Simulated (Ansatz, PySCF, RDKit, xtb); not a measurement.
# Solving CH4FSi, step by step, part 2 of 2

Given the formula CH4FSi (odd number of electrons) and nothing else, which arrangement of the atoms is the most stable in the gas at 298.15 K, and what are its properties?

xtb, Ansatz and PySCF; isolated molecules.

## 12. c952a at CCSD(T)/def2-SVP

input.yaml

```yaml
crystal:
  periodic: [false, false, false]
  atoms:
    - {symbol: C, position_ang: [-0.081192, -0.521197, -1.641947]}
    - {symbol: F, position_ang: [1.245101, -3.050875, -1.379454]}
    - {symbol: Si, position_ang: [0.915911, -1.656081, -0.568233]}
    - {symbol: H, position_ang: [-0.979733, -0.860656, -2.185534]}
    - {symbol: H, position_ang: [0.163803, 0.545974, -1.776122]}
    - {symbol: H, position_ang: [0.151925, -2.053373, 0.661516]}
    - {symbol: H, position_ang: [2.210536, -1.006175, -0.190229]}
basis:
  gaussian: {orbitals: def2-SVP}
magnetization: {spin_polarized: true, initial_magnetization: 1}
correlation: {method: ccsd_t, frozen_orbitals: {H: 0, Si: 5, C: 1, F: 1}}
scf: {omitted_lower_state_checks: [cluster_reference]}
```

The run is started by

```console
ansatz run input.yaml --threads 1 --pin off --max-ram 2610MiB --events-out events.jsonl --progress --plain --runs-dir runs
```

Standard output, shortened:

```text
Warning: RAYON_NUM_THREADS=1 ignored (pool sized by the plan → 1); use --threads N
Functional definition: HF
  name "HF"
[...]
649 factors; integrals over basis functions are off by at most 1.2e-3 eV
[...]
mean field -11656.90886288 eV, -428.3834993743 hartree, gradient 2.4e-6 eV, S^2 0.760140; 0 other end points of the search recorded, 0 dependent functions left out
7 core orbitals not correlated: weight in the atoms' cores, before any rotation towards them, 1.000 or more for the frozen orbitals, at most 0.000 for the correlated occupied ones
reference -11656.90886288 eV, -428.3834993743 hartree; 10, 9 occupied and 49, 50 virtual orbitals, 649 factors
second order -10.84165256 eV of doubles, -0.00000000 eV of singles
cycle   1  -11.45172130 eV  change   -6.1e-1 eV  update   7.8e-2
[...]
cycle  10  -11.83397218 eV  change    1.3e-5 eV  update   1.8e-5
perturbative correction -0.22101163 eV, -0.0081220278 hartree
Total energy: -11668.96384670 eV, -428.8265118585 hartree
Checks for a lower state left out: cluster_reference
```

Wall time 5.1 s (1 thread of Arm Neoverse V1, shared host).

## 13. Putting it together

Energies in kcal/mol from c178; G adds the thermal terms to the CCSD(T)/def2-SVP + MP2/def2-TZVPP - MP2/def2-SVP energy. The columns left of the relaxed level are at the tight-binding geometries.

| label | SMILES | spin | GFN2-xTB | HF/STO-3G | r2SCAN-D4/def2-SVP | BLYP-D3(BJ)/def2-SVP | HF/def2-SVP | MP2/def2-SVP | CCSD(T)/def2-SVP + MP2/def2-TZVPP - MP2/def2-SVP | G | share at equilibrium | T1 |
| --- | --- | --- | --- | --- | --- | --- | --- | --- | --- | --- | --- | --- |
| c178 | C[SiH]F | doublet | 0.0 | 0.0 | 0.0 | 0.0 | 0.0 | 0.0 | 0.0 | 0.0 | 100.0 % | 0.013 |
| c952a | [CH2][SiH2]F | doublet | 10.2 | 4.7 | 10.0 | 11.2 | 1.9 | 11.2 | 8.9 | 6.0 | < 0.1 % | 0.011 |
| c078 | FC[SiH2] | doublet | 42.7 | 25.6 | 52.7 | 50.8 | 52.6 | 55.8 | 57.0 | 55.6 | < 0.1 % | 0.012 |

Lowest found: c178, `C[SiH]F`, a doublet of point group C1. Bond lengths: C1–Si3 1.896 Å, F2–Si3 1.654 Å, C1–H4 1.108 Å, C1–H5 1.109 Å, C1–H6 1.112 Å, Si3–H7 1.514 Å. Angles: C1–Si3–F2 108.4°, C1–Si3–H7 110.4°, F2–Si3–H7 107.1°, Si3–C1–H4 111.9°, Si3–C1–H5 110.0°, Si3–C1–H6 109.6°, H4–C1–H5 108.4°, H4–C1–H6 108.3°, H5–C1–H6 108.5°.

```xyz
7

C    -0.0649   -0.0067   -0.8399
F     2.2598   -1.0614    0.4997
Si    0.9614   -0.0692    0.7534
H     0.5012    0.4458   -1.6779
H    -0.9855    0.5900   -0.6754
H    -0.3606   -1.0372   -1.1339
H     0.1516   -0.6766    1.8794
```

## 14. Density, orbitals and dipole (PBE0/def2-TZVPD)

input.yaml

```yaml
crystal:
  periodic: [false, false, false]
  atoms:
    - {symbol: C, position_ang: [-0.064946, -0.006749, -0.839935]}
    - {symbol: F, position_ang: [2.259827, -1.061365, 0.499709]}
    - {symbol: Si, position_ang: [0.961357, -0.069235, 0.753353]}
    - {symbol: H, position_ang: [0.501176, 0.445764, -1.677880]}
    - {symbol: H, position_ang: [-0.985454, 0.590001, -0.675441]}
    - {symbol: H, position_ang: [-0.360605, -1.037167, -1.133898]}
    - {symbol: H, position_ang: [0.151615, -0.676650, 1.879392]}
basis:
  gaussian:
    orbitals: def2-TZVPD
magnetization:
  spin_polarized: true
  initial_magnetization: 1
hamiltonian:
  xc: {name: PBE0}
output: {forces: true, orbitals: {seedname: orbitals}}
```

The run is started by

```console
ansatz run input.yaml --threads 1 --pin off --max-ram 2610MiB --events-out events.jsonl --progress --plain --runs-dir runs
```

Standard output, shortened:

```text
Warning: RAYON_NUM_THREADS=1 ignored (pool sized by the plan → 1); use --threads N
Functional definition: PBE0
  name "PBE0"
[...]
871 factors; their error is unknown
[...]
mean field -11691.77954268 eV, -429.6649732207 hartree, gradient 6.8e-5 eV, S^2 0.751820; 0 other end points of the search recorded, 0 dependent functions left out
[...]
reference -11691.77958047 eV, -429.6649746095 hartree; 17, 16 occupied and 139, 140 virtual orbitals, 871 factors
Total energy: -11691.77958047 eV, -429.6649746095 hartree
Atom 0 at    -0.064946    -0.006749    -0.839935 Å, force     0.022672    -0.020747    -0.066753 eV/Å
Atom 1 at     2.259827    -1.061365     0.499709 Å, force    -0.977744     0.719569     0.203191 eV/Å
Atom 2 at     0.961357    -0.069235     0.753353 Å, force     0.384872    -0.820622    -0.456338 eV/Å
Atom 3 at     0.501176     0.445764    -1.677880 Å, force    -0.261186    -0.209588     0.424694 eV/Å
Atom 4 at    -0.985454     0.590001    -0.675441 Å, force     0.450195    -0.283253    -0.051714 eV/Å
Atom 5 at    -0.360605    -1.037167    -1.133898 Å, force     0.144713     0.499376     0.163504 eV/Å
Atom 6 at     0.151615    -0.676650     1.879392 Å, force     0.236478     0.115267    -0.216585 eV/Å
Dipole moment:    -0.341675     0.167223    -0.121148 e Å
```

Run time: 6.9 s. Hardware: 1 thread of Arm Neoverse V1, shared host.

## 15. Frequencies after a tight-binding relaxation (GFN2-xTB)

start.xyz

```xyz
7
c178
C     -0.064946    -0.006749    -0.839935
F      2.259827    -1.061365     0.499709
Si     0.961357    -0.069235     0.753353
H      0.501176     0.445764    -1.677880
H     -0.985454     0.590001    -0.675441
H     -0.360605    -1.037167    -1.133898
H      0.151615    -0.676650     1.879392
```

The run is started by

```console
xtb start.xyz --gfn 2 --ohess tight --uhf 1
```

Standard output, shortened:

```text
* xtb version 6.7.1
[...]
          :  # basis functions                  22          :
[...]
          :  # electrons                        19          :
[...]
          :  Hamiltonian                  GFN2-xTB          :
[...]
          :  net charge                          0          :
          :  unpaired electrons                  1          :
[...]
   *** convergence criteria satisfied after 12 iterations ***
[...]
   *** GEOMETRY OPTIMIZATION CONVERGED AFTER 7 ITERATIONS ***
[...]
   *** convergence criteria satisfied after 3 iterations ***
[...]
         ::                     SUMMARY                     ::
         :::::::::::::::::::::::::::::::::::::::::::::::::::::
         :: total energy             -10.632925145896 Eh    ::
         :: gradient norm              0.000082272685 Eh/a0 ::
         :: HOMO-LUMO gap              3.374312162401 eV    ::
         ::.................................................::
         :: SCC energy               -10.717080892497 Eh    ::
         :: -> isotropic ES            0.021761617557 Eh    ::
         :: -> anisotropic ES         -0.000035978671 Eh    ::
         :: -> anisotropic XC          0.002672183429 Eh    ::
         :: -> dispersion             -0.002791291728 Eh    ::
         :: repulsion energy           0.084155746601 Eh    ::
         :: add. restraining           0.000000000000 Eh    ::
         :: total charge               0.000000000000 e     ::
         :::::::::::::::::::::::::::::::::::::::::::::::::::::
[...]
        10        1.0000           -0.2922889              -7.9536 (HOMO)
        11                         -0.1682852              -4.5793 (LUMO)
[...]
     #   Z          covCN         q      C6AA      α(0)
     1   6          3.651    -0.184    24.479     7.106
     2   9          0.705    -0.287    12.185     4.122
     3  14          2.501     0.438   178.357    29.254
     4   1          0.925     0.039     2.462     2.454
     5   1          0.925     0.022     2.702     2.571
     6   1          0.925     0.030     2.583     2.513
     7   1          0.921    -0.058     4.295     3.241
[...]
          | TOTAL ENERGY              -10.632925145896 Eh   |
          | TOTAL ENTHALPY            -10.580811908563 Eh   |
          | TOTAL FREE ENERGY         -10.613704363189 Eh   |
          | GRADIENT NORM               0.000082273158 Eh/α |
[...]
```

Wall time 0.11 s (1 thread of Arm Neoverse V1, shared host).

## 16. Electronic excitations (TD-B3LYP/def2-SVPD)

start.xyz, as its differences from that of step 15:

```diff
@@ -1,3 +1,3 @@
 7
-c178
+CH4FSi
 C     -0.064946    -0.006749    -0.839935
```

input.py

```python
# C[SiH]F
from pyscf import gto, dft, tdscf

mol = gto.M(
    atom='start.xyz',
    basis='def2-svpd',
    spin=1,
    verbose=3,
    charge=0,
    max_memory=1860,
)

mf = dft.UKS(mol, xc='b3lyp')
mf = mf.density_fit(auxbasis='def2-universal-jkfit')
mf.max_cycle = 100
mf.grids.level = 2
mf.kernel()
if not mf.converged:
    mf = mf.newton().run(mf.mo_coeff, mf.mo_occ)

e_tot = mf.e_tot
print(f'total energy: {e_tot:.8f} hartree')

td = mf.TDA()
td.nstates = 5
td.kernel()
td.analyze()
roots = td.e * 27.211386
osc = td.oscillator_strength()
print('state   eV      nm      f')
for i, (w, f) in enumerate(zip(roots, osc), 1):
    print('%3d %9.4f %8.1f %9.5f' % (i, w, 1239.842 / w, f))
```

The run is started by

```console
OMP_NUM_THREADS=1 python input.py
```

Standard output:

```text
WARN: HOMO -0.171033903829148 >= LUMO -0.171033903829148

converged SCF energy = -429.693781225514  <S^2> = 0.75130267  2S+1 = 2.0013023
total energy: -429.69378123 hartree
Excitation energies (eV)
[4.65814576 4.77301544 5.25511951 5.9594271  6.52847702]

** Excitation energies and oscillator strengths **
state   eV      nm      f
  1    4.6581    266.2   0.03104
  2    4.7730    259.8   0.01053
  3    5.2551    235.9   0.05202
  4    5.9594    208.0   0.04770
  5    6.5285    189.9   0.06981
```

Run time: 2.2 min. Hardware: 1 thread of Arm Neoverse V1, shared host.

The roots found:

| excited state | energy (eV) | strength |
| --- | --- | --- |
| 1 | 4.658 | 0.0310 |
| 2 | 4.773 | 0.0105 |
| 3 | 5.255 | 0.0520 |
| 4 | 5.959 | 0.0477 |
| 5 | 6.528 | 0.0698 |

## 17. The cation at the same geometry (PBE0/def2-TZVPD)

input.yaml

```yaml
crystal:
  periodic: [false, false, false]
  atoms:
    - symbol: C
      position_ang: [-0.064946, -0.006749, -0.839935]
    - symbol: F
      position_ang: [2.259827, -1.061365, 0.499709]
    - symbol: Si
      position_ang: [0.961357, -0.069235, 0.753353]
    - symbol: H
      position_ang: [0.501176, 0.445764, -1.677880]
    - symbol: H
      position_ang: [-0.985454, 0.590001, -0.675441]
    - symbol: H
      position_ang: [-0.360605, -1.037167, -1.133898]
    - symbol: H
      position_ang: [0.151615, -0.676650, 1.879392]
basis:
  gaussian: {orbitals: def2-TZVPD}
hamiltonian: {xc: pbe0}
total_charge: 1
```

The run is started by

```console
ansatz run input.yaml --threads 1 --pin off --max-ram 2610MiB --events-out events.jsonl --progress --plain --runs-dir runs
```

Standard output:

```text
Warning: RAYON_NUM_THREADS=1 ignored (pool sized by the plan → 1); use --threads N
Functional definition: PBE0
  name "PBE0"
  parameter a = 0.25
  parameter kappa = 0.804
  parameter beta = 0.06672455060314922
  exchange = (1 - a)*pbe_x(kappa = kappa, mu = beta*pi^2/3) + a*exact_x
  correlation = pbe_c(beta = beta)
871 factors; their error is unknown
mean field evaluation 1: about -11667.6695 eV, gradient 9.3e1 eV
mean field evaluation 2: about -11602.7125 eV, gradient 2.0e2 eV
mean field evaluation 4: about -11682.5319 eV, gradient 1.6e1 eV
mean field evaluation 8: about -11683.1065 eV, gradient 1.4e-1 eV
mean field evaluation 16: about -11683.1099 eV, gradient 5.1e-5 eV
mean field -11683.10986410 eV, -429.3463684094 hartree, gradient 5.1e-5 eV, S^2 0.000000; 0 other end points of the search recorded, 0 dependent functions left out
reference -11683.10989704 eV, -429.3463696199 hartree; 16, 16 occupied and 140, 140 virtual orbitals, 871 factors
Total energy: -11683.10989704 eV, -429.3463696199 hartree
```

Run time: 3.6 s. Hardware: 1 thread of Arm Neoverse V1, shared host.

Difference from the parent: 8.67 eV. Only this spin of the product was run; a higher spin can lie lower.

## 18. The anion at the same geometry (PBE0/def2-TZVPD)

input.yaml

```yaml
crystal:
  periodic: [false, false, false]
  atoms:
    - {symbol: C, position_ang: [-0.064946, -0.006749, -0.839935]}
    - {symbol: F, position_ang: [2.259827, -1.061365, 0.499709]}
    - {symbol: Si, position_ang: [0.961357, -0.069235, 0.753353]}
    - {symbol: H, position_ang: [0.501176, 0.445764, -1.677880]}
    - {symbol: H, position_ang: [-0.985454, 0.590001, -0.675441]}
    - {symbol: H, position_ang: [-0.360605, -1.037167, -1.133898]}
    - {symbol: H, position_ang: [0.151615, -0.676650, 1.879392]}
basis:
  gaussian:
    orbitals: def2-TZVPD
total_charge: -1
hamiltonian:
  xc: pbe0
scf:
  lower_state_search: "off"
```

The run is started by

```console
ansatz run input.yaml --threads 1 --pin off --max-ram 2610MiB --events-out events.jsonl --progress --plain --runs-dir runs
```

Standard output, shortened:

```text
Warning: RAYON_NUM_THREADS=1 ignored (pool sized by the plan → 1); use --threads N
Functional definition: PBE0
  name "PBE0"
[...]
871 factors; their error is unknown
[...]
mean field -11692.35639901 eV, -429.6861722998 hartree, gradient 9.3e-6 eV, S^2 0.000000; 0 other end points of the search recorded, 0 dependent functions left out
reference -11692.35643710 eV, -429.6861736997 hartree; 17, 17 occupied and 139, 139 virtual orbitals, 871 factors
Total energy: -11692.35643710 eV, -429.6861736997 hartree
Checks for a lower state left out: stability, starts, cluster_reference, orbital_swaps, neighbouring_geometries, increment
```

Wall time 2.2 s (1 thread of Arm Neoverse V1, shared host).

Parent less the species with the added electron: 0.58 eV.

## 19. The quartet at the same geometry (PBE0/def2-TZVPD)

input.yaml, as its differences from that of step 18:

```diff
@@ -11,8 +11,4 @@
 basis:
-  gaussian:
-    orbitals: def2-TZVPD
-total_charge: -1
-hamiltonian:
-  xc: pbe0
-scf:
-  lower_state_search: "off"
+  gaussian: {orbitals: def2-TZVPD}
+magnetization: {spin_polarized: true, initial_magnetization: 3}
+hamiltonian: {xc: {name: PBE0}}
```

The run is started by

```console
ansatz run input.yaml --threads 1 --pin off --max-ram 2610MiB --events-out events.jsonl --progress --plain --runs-dir runs
```

Standard output:

```text
Warning: RAYON_NUM_THREADS=1 ignored (pool sized by the plan → 1); use --threads N
Functional definition: PBE0
  name "PBE0"
  parameter a = 0.25
  parameter kappa = 0.804
  parameter beta = 0.06672455060314922
  exchange = (1 - a)*pbe_x(kappa = kappa, mu = beta*pi^2/3) + a*exact_x
  correlation = pbe_c(beta = beta)
871 factors; their error is unknown
mean field evaluation 1: about -11679.3564 eV, gradient 3.4e1 eV
mean field evaluation 2: about -11673.9803 eV, gradient 4.7e1 eV
mean field evaluation 4: about -11684.3978 eV, gradient 4.7e0 eV
mean field evaluation 8: about -11684.5035 eV, gradient 1.8e-1 eV
mean field evaluation 16: about -11684.5113 eV, gradient 3.2e-3 eV
mean field evaluation 32: about -11684.1642 eV, gradient 3.0e0 eV
mean field -11684.51125309 eV, -429.3978685049 hartree, gradient 9.0e-6 eV, S^2 3.755677; 5 other end points of the search recorded, 0 dependent functions left out
reference -11684.51129701 eV, -429.3978701188 hartree; 18, 15 occupied and 138, 141 virtual orbitals, 871 factors
Total energy: -11684.51129701 eV, -429.3978701188 hartree
```

It took 12 s on 1 thread of Arm Neoverse V1, shared host.

It lies 7.27 eV above the doublet.

## 20. Stability of the SCF solution (PBE0/def2-SVP)

calc.py

```python
from pyscf import gto, dft

mol = gto.M(
    atom='''
C       -0.064946      -0.006749      -0.839935
F        2.259827      -1.061365       0.499709
Si       0.961357      -0.069235       0.753353
H        0.501176       0.445764      -1.677880
H       -0.985454       0.590001      -0.675441
H       -0.360605      -1.037167      -1.133898
H        0.151615      -0.676650       1.879392
''',
    basis='def2-svp',
    verbose=3,
    spin=1,
    max_memory=1860,
)

mf = dft.UKS(mol)
mf.xc = 'pbe0'
mf = mf.density_fit(auxbasis='def2-universal-jkfit')
mf.max_cycle = 100
mf.grids.level = 3
mf.kernel()
if not mf.converged:
    mf = mf.newton().run(mf.mo_coeff, mf.mo_occ)

e_tot = mf.e_tot
print('E = %.10f Eh' % e_tot)
mo_i, mo_e, stable_i, stable_e = mf.stability(internal=True, external=True, return_status=True)
print('stable: internal', stable_i, 'external', stable_e)
```

The run is started by

```console
OMP_NUM_THREADS=1 python calc.py
```

Standard output:

```text
WARN: HOMO -0.17006926786821 >= LUMO -0.170069267868211

converged SCF energy = -429.387138026862  <S^2> = 0.75127044  2S+1 = 2.00127
E = -429.3871380269 Eh
<class 'pyscf.df.df_jk.DFUKS'> wavefunction is stable in the internal stability analysis
<class 'pyscf.df.df_jk.DFUKS'> wavefunction is stable in the real -> complex stability analysis
<class 'pyscf.df.df_jk.DFUKS'> wavefunction has an UHF/UKS -> GHF/GKS instability
stable: internal True external False
```

It took 72 s on 1 thread of Arm Neoverse V1, shared host.

The stability test raises a flag; for an open shell a flag towards a general spinor solution can be the free rotation of the spin.

## 21. Summary of results

This closing draws on all 2 parts.

| quantity | value |
| --- | --- |
| lowest structure found | C[SiH]F, doublet, C1 |
| next finalist | [CH2][SiH2]F, doublet, 6.0 kcal/mol higher in G |
| share at equilibrium, among the finalists | 100.0 % |
| funnel | 7 starts, 5 minima at GFN2-xTB, 5 screening runs, 3 relaxed, 3 ranked |
| CPU time of all runs | 13 min |
| harmonic wavenumbers, lowest and highest (BLYP-D3(BJ)/def2-SVP) | 140 and 3054 cm⁻¹ |
| rotational constants, same geometry | 0.7196, 0.2196, 0.1791 cm⁻¹ |
| dipole moment (PBE0/def2-TZVPD) | 1.92 D |
| HOMO energy (highest over α and β) (PBE0/def2-TZVPD) | -6.29 eV |
| LUMO energy (lowest over α and β) (PBE0/def2-TZVPD) | -2.35 eV |
| lowest excitation (TD-B3LYP/def2-SVPD) | 4.66 eV (f = 0.031) |
| strongest of the states computed, same level | 6.53 eV (f = 0.070) |
| vertical ionisation energy (to the singlet cation) | 8.67 eV |
| vertical electron affinity | 0.58 eV |
| vertical quartet less doublet | +7.27 eV |

In words: The lowest structure found is `C[SiH]F`. The margin of 6.0 kcal/mol over the next finalist is beyond the usual error of the last level; it says nothing of structures that weren't ranked. GFN2-xTB, HF/STO-3G, r2SCAN-D4/def2-SVP, BLYP-D3(BJ)/def2-SVP, HF/def2-SVP and MP2/def2-SVP already put its bonding pattern lowest among the structures in one piece. The largest share of the time went into the properties (39 %). The stability test raises a flag; for an open shell a flag towards a general spinor solution can be the free rotation of the spin. The search is not exhaustive (a finite list of starts, one conformer a finalist), so a lower isomer can't be ruled out. Patterns outside the rules of the enumeration were met only by chance.
